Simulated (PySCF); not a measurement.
# C2H4O− (doublet): open-shell or spin-flip excitations

Wanted: open-shell or spin-flip excitations for C2H4O− (doublet) (`C[CH][O-]`).

Programs: PySCF 2.14.0, with routines of our own; each step states its level. All values are computed. Atoms count from 0.

## (1) The starting structure

7 atoms, charge -1, multiplicity 2; geometry from: GFN2-xTB.

## (2) Open-shell or spin-flip excitations: unrestricted TDDFT wB97X-D/def2-SVPD in water

The job: settings as JSON, then the geometry in Å.

```
{"job": {"kind": "uabs", "xc": "wB97X-D", "basis": "def2-SVPD", "nstates": 10, "tda": false, "solvent": "water", "pol": false}, "charge": -1, "multiplicity": 2}
C     -0.618675    -0.091529    -0.128978
C      0.885026     0.106304    -0.040834
O      1.645688    -0.760264     0.583453
H     -1.041219     0.503191    -0.951480
H     -1.180564     0.198683     0.788607
H     -0.844296    -1.144553    -0.313962
H      1.157374     1.193072     0.036116
```

With the program's defaults for keys left out, this is: unrestricted TDDFT wB97X-D/def2-SVPD, vertical, IEF-PCM water (non-equilibrium linear response), core orbitals frozen in the response.

On the command line:

```bash
OMP_NUM_THREADS=1 python excited_run.py task.json out
```

This one command runs all jobs of the session in turn.

What it wrote:

```text
coarse grid: 5744 points
cycle   1  E = -153.5647475594  dE =  3.678e-02  |g| = 5.844e-01  |ddm| = 2.068e+00
cycle   2  E = -153.4127559638  dE =  1.520e-01  |g| = 8.874e-01  |ddm| = 1.643e+00
cycle   3  E = -153.7156476371  dE = -3.029e-01  |g| = 4.035e-02  |ddm| = 9.726e-01
cycle   4  E = -153.7165466393  dE = -8.990e-04  |g| = 2.174e-02  |ddm| = 1.255e-01
cycle   5  E = -153.7168422867  dE = -2.956e-04  |g| = 5.464e-03  |ddm| = 6.867e-02
cycle   6  E = -153.7168894369  dE = -4.715e-05  |g| = 1.906e-03  |ddm| = 5.073e-02
cycle   7  E = -153.7169008435  dE = -1.141e-05  |g| = 8.349e-04  |ddm| = 4.175e-02
cycle   8  E = -153.7169038373  dE = -2.994e-06  |g| = 4.191e-04  |ddm| = 2.786e-02
final grid: 55112 points
cycle   9  E = -153.7443602985  dE = -5.614e-05  |g| = 2.804e-03  |ddm| = 4.146e-02
cycle  10  E = -153.7443657338  dE = -5.435e-06  |g| = 2.379e-03  |ddm| = 1.804e-02
cycle  11  E = -153.7443687557  dE = -3.022e-06  |g| = 1.001e-03  |ddm| = 4.820e-03
cycle  12  E = -153.7443702984  dE = -1.543e-06  |g| = 5.275e-04  |ddm| = 9.430e-03
cycle  13  E = -153.7443709183  dE = -6.198e-07  |g| = 1.933e-04  |ddm| = 8.374e-03
cycle  14  E = -153.7443710679  dE = -1.496e-07  |g| = 4.231e-05  |ddm| = 5.943e-03
cycle  15  E = -153.7443710758  dE = -7.903e-09  |g| = 1.486e-05  |ddm| = 1.485e-03
cycle  16  E = -153.7443710768  dE = -1.026e-09  |g| = 4.245e-06  |ddm| = 6.514e-04
cycle  17  E = -153.7443710769  dE = -7.884e-11  |g| = 2.187e-06  |ddm| = 1.689e-04
converged SCF energy = -153.7443710769

<S^2> of the reference = 0.7548 (exact 0.7500)

Excitations
state   eV       nm        f      <S^2>   main configurations
  1   3.0528    406.1   0.00397   0.761   Ha->La 0.88, Ha->L+1a 0.09
  2   3.9836    311.2   0.01188   0.767   Ha->L+1a 0.68, Hb->Lb 0.12
  3   4.0527    305.9   0.00287   0.778   Hb->Lb 0.63, Hb->L+1b 0.17, Ha->L+1a 0.12
  4   4.3404    285.7   0.00429   0.771   Ha->L+2a 0.81
  5   4.5387    273.2   0.06517   0.771   Ha->L+3a 0.89
  6   5.4094    229.2   0.01227   0.769   Ha->L+4a 0.82
  7   5.5723    222.5   0.00535   0.765   Ha->L+5a 0.80, Ha->L+4a 0.09
  8   5.9083    209.8   0.01454   0.774   Ha->L+6a 0.74, H-1b->Lb 0.10
  9   5.9335    209.0   0.00526   2.201   Hb->L+1b 0.54, Hb->Lb 0.17, Hb->L+2b 0.16
 10   6.1033    203.1   0.00896   1.188   H-1a->La 0.59, H-1b->Lb 0.15
```

Run time: 23 s. Hardware: 1 thread of Intel Xeon at 2.50GHz, shared host; peak memory 0.41 GiB.

In short:

| quantity | value |
| --- | --- |
| ⟨S²⟩ | 0.755 |

Löwdin spin populations:

| atom | value (e) |
| --- | --- |
| C0 | 0.07 |
| C1 | 0.53 |
| O2 | 0.31 |
| H3 | 0.01 |
| H4 | 0.03 |
| H5 | 0.00 |
| H6 | 0.05 |

With diffuse functions Löwdin's scheme smears the spin, so small populations can have the wrong sign.

## (3) Open-shell or spin-flip excitations: unrestricted TDDFT wB97X-D/def2-SVPD

The job: settings as JSON, then the geometry in Å.

```
{"job": {"kind": "uabs", "xc": "wB97X-D", "basis": "def2-SVPD", "nstates": 10, "tda": false}, "charge": -1, "multiplicity": 2}
C     -0.618675    -0.091529    -0.128978
C      0.885026     0.106304    -0.040834
O      1.645688    -0.760264     0.583453
H     -1.041219     0.503191    -0.951480
H     -1.180564     0.198683     0.788607
H     -0.844296    -1.144553    -0.313962
H      1.157374     1.193072     0.036116
```

Level: unrestricted TDDFT wB97X-D/def2-SVPD, vertical, gas phase, core orbitals frozen in the response.

What it wrote:

```text
coarse grid: 5744 points
cycle   1  E = -153.4307926663  dE =  1.705e-01  |g| = 6.079e-01  |ddm| = 2.069e+00
cycle   2  E = -153.0648984721  dE =  3.659e-01  |g| = 1.130e+00  |ddm| = 1.058e+01
cycle   3  E = -153.6045754051  dE = -5.397e-01  |g| = 5.562e-02  |ddm| = 9.452e+00
cycle   4  E = -153.6064125804  dE = -1.837e-03  |g| = 3.263e-02  |ddm| = 3.215e-01
cycle   5  E = -153.6070708951  dE = -6.583e-04  |g| = 8.729e-03  |ddm| = 1.565e-01
cycle   6  E = -153.6071920891  dE = -1.212e-04  |g| = 3.735e-03  |ddm| = 1.332e-01
cycle   7  E = -153.6072234854  dE = -3.140e-05  |g| = 1.674e-03  |ddm| = 8.194e-02
cycle   8  E = -153.6072325068  dE = -9.021e-06  |g| = 8.219e-04  |ddm| = 5.104e-02
final grid: 55112 points
cycle   9  E = -153.6348633837  dE = -5.954e-05  |g| = 2.925e-03  |ddm| = 4.643e-02
cycle  10  E = -153.6348694788  dE = -6.095e-06  |g| = 2.671e-03  |ddm| = 2.486e-02
cycle  11  E = -153.6348731726  dE = -3.694e-06  |g| = 1.138e-03  |ddm| = 7.304e-03
cycle  12  E = -153.6348751650  dE = -1.992e-06  |g| = 5.630e-04  |ddm| = 1.519e-02
cycle  13  E = -153.6348758139  dE = -6.489e-07  |g| = 2.000e-04  |ddm| = 1.226e-02
cycle  14  E = -153.6348759460  dE = -1.322e-07  |g| = 4.594e-05  |ddm| = 7.992e-03
cycle  15  E = -153.6348759529  dE = -6.902e-09  |g| = 1.963e-05  |ddm| = 2.185e-03
cycle  16  E = -153.6348759543  dE = -1.398e-09  |g| = 9.793e-06  |ddm| = 1.118e-03
cycle  17  E = -153.6348759547  dE = -3.358e-10  |g| = 4.277e-06  |ddm| = 5.745e-04
converged SCF energy = -153.6348759547

Static polarisability (au): isotropic 49.337, principal 40.326 50.566 57.118

<S^2> of the reference = 0.7552 (exact 0.7500)

Excitations
state   eV       nm        f      <S^2>   main configurations
  1   1.9576    633.3   0.00272   0.761   Ha->La 0.85, Ha->L+1a 0.13
  2   2.6599    466.1   0.02006   0.761   Ha->L+1a 0.84, Ha->La 0.13
  3   3.6649    338.3   0.02528   0.769   Ha->L+2a 0.79, Hb->L+2b 0.08
  4   3.6997    335.1   0.00579   0.784   Hb->L+2b 0.41, Hb->L+1b 0.20, Ha->L+2a 0.16, Hb->Lb 0.16
  5   3.9216    316.2   0.02151   0.769   Ha->L+3a 0.92
  6   4.3550    284.7   0.00312   0.764   Ha->L+4a 0.91
  7   4.5823    270.6   0.01342   0.765   Ha->L+5a 0.89
  8   4.8599    255.1   0.00586   2.144   Hb->Lb 0.62, Hb->L+2b 0.23
  9   5.0267    246.7   0.00437   1.115   Ha->L+7a 0.54, H-1a->La 0.32
 10   5.0901    243.6   0.00439   0.961   H-1a->La 0.32, Ha->L+6a 0.25, Ha->L+7a 0.20
```

Wall time 27 s (1 thread of Intel Xeon at 2.50GHz, shared host); peak memory 0.41 GiB.

Warnings kept with the result: the highest occupied orbital has positive energy: the anion is not bound at this level.

In short:

| quantity | value |
| --- | --- |
| ⟨S²⟩ | 0.755 |

## (4) Open-shell or spin-flip excitations: unrestricted TDA PBE0/def2-SVPD in tetrahydrofuran

The job, as its differences from that of step 3:

```diff
@@ -1,2 +1,2 @@
-{"job": {"kind": "uabs", "xc": "wB97X-D", "basis": "def2-SVPD", "nstates": 10, "tda": false}, "charge": -1, "multiplicity": 2}
+{"job": {"kind": "uabs", "xc": "PBE0", "basis": "def2-SVPD", "nstates": 25, "tda": true, "solvent": "tetrahydrofuran"}, "charge": -1, "multiplicity": 2}
 C     -0.618675    -0.091529    -0.128978
```

Level: unrestricted TDA PBE0/def2-SVPD, vertical, IEF-PCM tetrahydrofuran (non-equilibrium linear response), core orbitals frozen in the response.

What it wrote:

```text
coarse grid: 5744 points
cycle   1  E = -153.4252688088  dE =  5.279e-02  |g| = 5.694e-01  |ddm| = 2.081e+00
cycle   2  E = -152.7751299928  dE =  6.501e-01  |g| = 1.312e+00  |ddm| = 1.168e+01
cycle   3  E = -153.5713566073  dE = -7.962e-01  |g| = 9.931e-02  |ddm| = 1.092e+01
cycle   4  E = -153.5742974952  dE = -2.941e-03  |g| = 6.532e-02  |ddm| = 2.662e-01
cycle   5  E = -153.5764852948  dE = -2.188e-03  |g| = 6.715e-03  |ddm| = 1.088e-01
cycle   6  E = -153.5765223865  dE = -3.709e-05  |g| = 4.264e-03  |ddm| = 4.017e-02
cycle   7  E = -153.5765358928  dE = -1.351e-05  |g| = 1.528e-03  |ddm| = 1.459e-02
cycle   8  E = -153.5765394614  dE = -3.569e-06  |g| = 4.562e-04  |ddm| = 9.071e-03
final grid: 55112 points
cycle   9  E = -153.6046248615  dE = -6.484e-06  |g| = 5.843e-03  |ddm| = 3.724e-02
cycle  10  E = -153.6045948715  dE =  2.999e-05  |g| = 1.057e-02  |ddm| = 1.652e-02
cycle  11  E = -153.6046390111  dE = -4.414e-05  |g| = 8.060e-04  |ddm| = 8.942e-03
cycle  12  E = -153.6046393453  dE = -3.343e-07  |g| = 1.198e-04  |ddm| = 2.066e-03
cycle  13  E = -153.6046393709  dE = -2.558e-08  |g| = 6.068e-05  |ddm| = 5.034e-04
cycle  14  E = -153.6046393759  dE = -4.971e-09  |g| = 2.867e-05  |ddm| = 3.902e-04
cycle  15  E = -153.6046393766  dE = -7.126e-10  |g| = 7.045e-06  |ddm| = 9.950e-05
converged SCF energy = -153.6046393766

Static polarisability (au): isotropic 57.413, principal 48.382 59.711 64.147

<S^2> of the reference = 0.7549 (exact 0.7500)

Excitations
state   eV       nm        f      <S^2>   main configurations
  1   2.6249    472.3   0.00198   0.761   Ha->La 0.94
  2   3.3343    371.8   0.02090   0.762   Ha->L+1a 0.93
  3   3.9471    314.1   0.00346   0.767   Ha->L+2a 0.97
  4   4.1012    302.3   0.01701   0.773   Hb->Lb 0.55, Ha->L+3a 0.27, Hb->L+1b 0.15
  5   4.1399    299.5   0.04329   0.769   Ha->L+3a 0.70, Hb->Lb 0.21
  6   4.8468    255.8   0.00515   0.764   Ha->L+4a 0.97
  7   5.0076    247.6   0.01036   0.767   Ha->L+5a 0.94
  8   5.4044    229.4   0.00120   2.417   Hb->L+1b 0.41, H-1a->La 0.24, Hb->Lb 0.12, Ha->L+6a 0.11
  9   5.4558    227.3   0.00469   1.068   Ha->L+6a 0.73, H-1a->La 0.15
 10   5.6133    220.9   0.00937   0.783   H-1a->La 0.46, Hb->L+1b 0.21
 11   5.7168    216.9   0.05593   0.766   Ha->L+7a 0.80
 12   6.0315    205.6   0.03670   1.555   Hb->L+2b 0.58, Ha->L+8a 0.15, H-1b->Lb 0.14
 13   6.0803    203.9   0.02887   1.885   H-1a->L+1a 0.41, Ha->L+8a 0.19, Hb->L+2b 0.13, H-1b->Lb 0.12
 14   6.2409    198.7   0.03669   0.816   Ha->L+8a 0.54, H-1a->L+1a 0.26
 15   6.4389    192.6   0.02914   0.938   H-1b->Lb 0.32, H-1a->L+1a 0.17, Ha->L+9a 0.15
 16   6.4766    191.4   0.00862   2.483   Hb->L+3b 0.62, H-1a->L+2a 0.24
 17   6.5588    189.0   0.04128   0.798   Ha->L+9a 0.75
 18   6.7528    183.6   0.10971   0.867   H-1a->L+2a 0.69, Hb->L+3b 0.27
 19   6.8887    180.0   0.02321   0.841   Ha->L+10a 0.88
 20   6.9475    178.5   0.00297   2.655   Hb->L+4b 0.52, H-1a->L+3a 0.39
 21   7.0485    175.9   0.01547   0.780   H-1a->L+3a 0.54, Hb->L+4b 0.40
 22   7.1215    174.1   0.02370   1.849   H-1b->L+1b 0.74, H-1b->Lb 0.13
 23   7.3973    167.6   0.00146   2.583   Hb->L+5b 0.53, H-1a->L+4a 0.24
 24   7.4797    165.8   0.01963   0.899   Ha->L+11a 0.87
 25   7.7327    160.3   0.02038   1.658   H-1b->L+2b 0.50, Hb->L+5b 0.17, Hb->L+6b 0.14, H-1a->L+4a 0.10
```

Wall time 24 s (1 thread of Intel Xeon at 2.50GHz, shared host); peak memory 0.41 GiB.

Key values:

| quantity | value |
| --- | --- |
| ⟨S²⟩ | 0.755 |

## (5) Results

```
                                                                                                          quantity                        value
     lowest and brightest state of nearly pure spin, of 10 (step 2, unrestricted TDDFT wB97X-D/def2-SVPD in water)  3.05 eV; 4.54 eV, f = 0.065
              lowest and brightest state of nearly pure spin, of 10 (step 3, unrestricted TDDFT wB97X-D/def2-SVPD)  1.96 eV; 3.66 eV, f = 0.025
lowest and brightest state of nearly pure spin, of 25 (step 4, unrestricted TDA PBE0/def2-SVPD in tetrahydrofuran)  2.62 eV; 6.75 eV, f = 0.110
```

States whose ⟨S²⟩ lies well above the reference's are mixtures of spin states, an artefact of the unrestricted response, and are left out of the summary. For an anion in the gas phase, states above the energy of detachment are held by the basis alone, so excitations and responses hang on it. The lowest state of nearly pure spin runs from 1.96 to 3.05 eV over the runs.
